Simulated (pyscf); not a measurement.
6 gas-phase steps of one pattern: 1,1-elimination on the singlet surface, Cl–Ge + Ge–H or Cl–Si + H–Si or Cl–Sn + H–Sn or F–Sn + H–Sn broken and Cl–H or F–H formed. Structures and frequencies: ωB97X-D3(BJ)/def2-SVP in PySCF. Correlated levels are frozen-core, on RHF or UHF. ΔMP2 is the change of the MP2 total energy from the triple- to the quadruple-zeta basis. Electronic energies in kcal/mol, from the reactant's lowest minimum found; ΔE‡ at CCSD(T)/def2-TZVPP + ΔMP2(QZVPP), beside the barrier at r²SCAN/def2-TZVP on the same structures. Rows were drawn at random from the steps of this pattern with a verified saddle, stable references and no exit in the data more than 5 kcal/mol lower.

| row | step | ΔE‡(r²SCAN) | ΔE‡ |
|---|---|---|---|
| 1 | F–SnH(F)–F -> F–Sn:–F [singlet] + HF | 39.1 | 45.3 |
| 2 | F–SnH(Cl)–Cl → Cl–Sn:–Cl [singlet] + HF | 39.6 | 45.7 |
| 3 | F–SnH(Cl)–Cl → HCl + F–Sn:–Cl [singlet] | 38.6 | ? |
| 4 | Cl–SnH(Cl)–Cl → HCl + Cl–Sn:–Cl [singlet] | 37.9 | 44.7 |
| 5 | Cl–GeH(Cl)–Cl → HCl + Cl–Ge:–Cl [singlet] | 47.6 | 54.2 |
| 6 | Cl–SiH(Cl)–Cl -> HCl + Cl–Si:–Cl [singlet] | 67.3 | 73.2 |

**Question.** Fit ΔE‡ = a + b·ΔE‡(r²SCAN) to the other rows and predict row 3.

**Answer.** Over the 5 complete rows the means are +46.3 (ΔE‡(r²SCAN)) and 52.6 (ΔE‡); least squares gives b = 0.98 and a = 7.2 kcal/mol, with residuals of 0.3 kcal/mol (root mean square; largest 0.4, row 4). For row 3: 7.2 + 0.98 × (+38.6) = 45.0 kcal/mol. The computed barrier is 45.4 kcal/mol, 0.4 over the line. The line follows the complete rows closely. Each barrier is that of the saddle found. The CCSD(T) − MP2 part came from Ansatz, without density fitting, on the same reference. The frozen core leaves the outer d or s,p core shells of the metals and heavy elements correlated in the MP2 and CC values, and def2-TZVPP describes them poorly, which can shift differences by a few kcal/mol. Elements up to Kr have no core potential and no relativistic terms here. Elements past Kr carry the def2 core potentials, without spin-orbit coupling.
